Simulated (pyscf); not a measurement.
## Concerted two-bond exchange: HS–GeH: [singlet] + H₂ → S=GeH₂ + H₂

Gas phase, singlet surface, charge 0. Bonds broken: S1–H3, H2–H5. Bonds formed: H2–H3, Ge4–H5. PySCF, gas phase, ωB97X-D3(BJ)/def2-SVP geometries.

Transition state (Å):

```xyz
6

S      1.2183     1.1608     0.7564
H      2.1949    -1.1473    -0.0302
H      2.2048    -0.2257     0.2764
Ge    -0.1773    -0.2982     0.2975
H      1.1512    -1.4246    -0.1026
H     -1.6308     0.1863     0.4864
```

One imaginary mode, 1840i cm⁻¹; descent along it reached the two sides named.

```csv
bond,change,reactant side (Å),saddle,product side
S1–H3,breaks,1.349,1.768,3.0
H2–H5,breaks,0.761,1.082,3.2
H2–H3,forms,2.7,0.971,0.762
Ge4–H5,forms,3.3,1.787,1.536
```

Electronic energies relative to the separated reactants (kcal/mol):

```tsv
level	barrier	reaction energy	reverse barrier
ωB97X-D3(BJ)/def2-TZVP	50.7	+7.3	43.4
PBE/def2-TZVP	38.0	+7.9	30.2
r²SCAN/def2-TZVP	40.3	+5.7	34.5
B3LYP-D3(BJ)/def2-TZVP	46.8	+9.2	37.6
PBE0-D3(BJ)/def2-TZVP	42.6	+7.1	35.4
M06-2X/def2-TZVP	51.9	+6.6	45.3
ωB97M-D3(BJ)/def2-TZVP	51.3	+9.2	42.1
HF/def2-TZVP	73.2	+6.9	66.3
```

With ωB97M-D3(BJ)/def2-TZVP energies and thermal terms (ideal gas, 1 atm, RRHO with modes under 100 cm⁻¹ raised to 100, one conformer, R ln 2 for chiral ones without a mode under 150 cm⁻¹), in kcal/mol:

```
T (K)   ΔH‡   ΔG‡    ΔH     ΔG
-----  ----  ----  ----  -----
298    50.4  59.3  +8.9   +9.6
600    49.4  68.8  +8.8  +10.3
900    49.4  78.4  +8.8  +11.1
1200   49.8  88.1  +8.9  +11.8
```

The same reactants have a lower exit, to H₂S + GeH₂ [singlet] (barrier +23.3 kcal/mol at ωB97M-D3(BJ)/def2-TZVP, against +51.3 kcal/mol here). One saddle was located; it need not be the lowest between these sides. Elements up to Kr have no core potential and no relativistic terms here.
